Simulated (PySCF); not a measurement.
# A small calculation by hand: entropy of an ideal gas

fluorine (F₂), SMILES FF.

Geometry: r2SCAN-D4/def2-TZVPD.

r2SCAN-D4/def2-TZVPD (PySCF) gives the harmonic wavenumbers 1046 cm⁻¹ and the rotational temperature 1.3059 K. The molar mass is 38.00 g/mol, the symmetry number 2, the spin multiplicity 1.

Task: Work out the entropy at 298.15 K and 1 atm in the rigid-rotor, harmonic-oscillator model.

Result: 
Translation (Sackur–Tetrode at 1 atm): S = R[1.5 ln M + 2.5 ln T − 1.16487] = 154.1 J/(mol K).
Rotation: q = T/(σ θ) = 114, S = R[ln q + 1] = 47.7 J/(mol K).
Vibration: with u = 1.4388 ν/T, each mode gives R[u/(e^u − 1) − ln(1 − e^−u)]:
| ν (cm⁻¹) | modes | u | S (J/(mol K)) |
|---|---|---|---|
| 1046 | 1 | 5.05 | 0.32 |
These are all the modes. Sum 0.3 J/(mol K).
Spin: R ln 1 = 0.0 J/(mol K).
Total 202.1 J/(mol K); the program's own thermochemistry gives 202.1. Translation makes up 76 % and vibration 0 %. Anharmonicity, hindered rotation and orbital degeneracy are left out.
